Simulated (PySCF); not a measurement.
Species: C₃H₃F₂O (charge -1).
SMILES with atom numbers: `[O-:1][C@H:2]1[CH2:3][C:4]1([F:5])[F:6]` (hydrogens: H7 on C2; H8, H9 on C3)

Structure optimised with GFN2-xTB, isolated species.

Problem. Give the optimised bond lengths and angles.

Solution. 
| bond | length (Å) |
| --- | --- |
| O1–C2 | 1.270 |
| C2–C3 | 1.575 |
| C3–C4 | 1.497 |
| C4–F5 | 1.375 |
| C4–F6 | 1.391 |
| C2–C4 | 1.533 |
| C2–H7 | 1.126 |
| C3–H8 | 1.081 |
| C3–H9 | 1.083 |

A selection of angles:
| angle | degrees |
| --- | --- |
| O1–C2–C3 | 125.1 |
| O1–C2–C4 | 126.4 |
| O1–C2–H7 | 118.6 |
| C3–C2–C4 | 57.6 |
| C3–C2–H7 | 108.1 |
| C4–C2–H7 | 106.1 |
| C2–C3–C4 | 59.8 |
| C2–C3–H8 | 117.7 |
| C2–C3–H9 | 120.9 |
| C4–C3–H8 | 115.0 |
| C4–C3–H9 | 117.4 |
| H8–C3–H9 | 114.8 |
| C3–C4–F5 | 118.1 |
| C3–C4–F6 | 116.6 |
| F5–C4–F6 | 105.1 |
| C2–C4–C3 | 62.6 |
| C2–C4–F5 | 127.1 |
| C2–C4–F6 | 121.8 |

Dihedral angles: O1–C2–C3–C4 114° (anticlinal); C2–C3–C4–F5 -119° (anticlinal); O1–C2–C4–C3 -112° (anticlinal).

The C–C distances run from 1.497 Å (C3–C4, drawn single) to 1.575 Å (C2–C3, drawn single), a spread of 0.078 Å. The 3-membered ring C2–C3–C4 has internal angles of 57.6° to 62.6°.

Point group: C1 (no symmetry element, even within 0.4 Å). GFN2-xTB frequencies: not computed here.
